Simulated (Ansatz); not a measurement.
# C3H6O2: the cost of one run

Method: the levels named in each step, in Ansatz 0.2.0.

**1. The structure to begin with**

Bond lengths: C1–O2 1.421 Å, O2–C3 1.341 Å, C3–C4 1.505 Å, C3–O5 1.201 Å, C1–H6 1.093 Å, C1–H7 1.087 Å, C1–H8 1.091 Å, C4–H9 1.085 Å, C4–H10 1.086 Å, C4–H11 1.088 Å. Angles (14 of 16 angles, heavy atoms first): C1–O2–C3 116.2°, O2–C3–C4 110.9°, O2–C3–O5 123.4°, C4–C3–O5 125.7°, O2–C1–H6 110.3°, O2–C1–H7 106.3°, O2–C1–H8 110.3°, C3–C4–H9 109.7°, C3–C4–H10 109.5°, C3–C4–H11 109.3°, H6–C1–H7 110.6°, H6–C1–H8 108.7°, H7–C1–H8 110.6°, H9–C4–H10 110.4°.

Structure file:

```xyz
11

C     1.8136    0.3008    0.3688
O     0.4580    0.1856    0.7778
C    -0.4297   -0.0882   -0.1888
C    -1.8229   -0.1805    0.3731
O    -0.1282   -0.2343   -1.3424
H     1.9214    1.1033   -0.3649
H     2.3852    0.5232    1.2660
H     2.1529   -0.6330   -0.0818
H    -2.5235   -0.4098   -0.4233
H    -2.0846    0.7597    0.8485
H    -1.8550   -0.9625    1.1293
```

**2. A rough first relaxation, PBE-D4/def2-SVP**

This run stands in another session on the same molecule. It ended at:

```xyz
11

C     1.8228    0.3024    0.3689
O     0.4612    0.1900    0.7964
C    -0.4339   -0.0889   -0.1900
C    -1.8336   -0.1846    0.3712
O    -0.1181   -0.2356   -1.3545
H     1.9396    1.1129   -0.3794
H     2.4127    0.5289    1.2753
H     2.1743   -0.6427   -0.0934
H    -2.5426   -0.4125   -0.4431
H    -2.1142    0.7682    0.8630
H    -1.8809   -0.9739    1.1478
```

**3. Relaxation, PBE0-D4/def2-TZVPP**

This run stands in another session on the same molecule. It ended at:

```xyz
11

C     1.8095    0.2998    0.3631
O     0.4564    0.1885    0.7903
C    -0.4279   -0.0867   -0.1797
C    -1.8174   -0.1826    0.3702
O    -0.1192   -0.2323   -1.3313
H     1.9169    1.1002   -0.3692
H     2.3868    0.5223    1.2569
H     2.1485   -0.6334   -0.0871
H    -2.5119   -0.4069   -0.4342
H    -2.0922    0.7572    0.8510
H    -1.8624   -0.9620    1.1321
```

**4. Turn 0°, PBE0-D4/def2-TZVP**

Input file input.yaml:

```yaml
crystal:
  periodic: [false, false, false]
  atoms:
    - { symbol: C, position_ang: [1.80973631, 0.29980302, 0.36303508] }
    - { symbol: O, position_ang: [0.45648268, 0.18847891, 0.79017673] }
    - { symbol: C, position_ang: [-0.42808341, -0.08667885, -0.17976698] }
    - { symbol: C, position_ang: [-1.81759526, -0.18264447, 0.37029681] }
    - { symbol: O, position_ang: [-0.11954833, -0.23221048, -1.33136202] }
    - { symbol: H, position_ang: [1.91739503, 1.10080062, -0.36973206] }
    - { symbol: H, position_ang: [2.38695557, 0.52257008, 1.25772728] }
    - { symbol: H, position_ang: [2.14923798, -0.63406115, -0.08728175] }
    - { symbol: H, position_ang: [-2.51242312, -0.40702761, -0.43481254] }
    - { symbol: H, position_ang: [-2.09241463, 0.75790352, 0.85127939] }
    - { symbol: H, position_ang: [-1.86242281, -0.96270359, 1.13251006] }
basis:
  gaussian: { orbitals: def2-TZVP }
hamiltonian:
  xc: pbe0
  dispersion: d4
output:
  forces: true
```

On the command line:

```sh
ansatz run input.yaml --threads 4 --pin off --max-ram 10240MiB --backend cpu --events-out ev --progress --plain --runs-dir out
```

Q: Estimate wall time and peak memory on 4 threads of Arm Neoverse N1, shared host.

About 3.9 s, with a peak of 0.41 GiB.
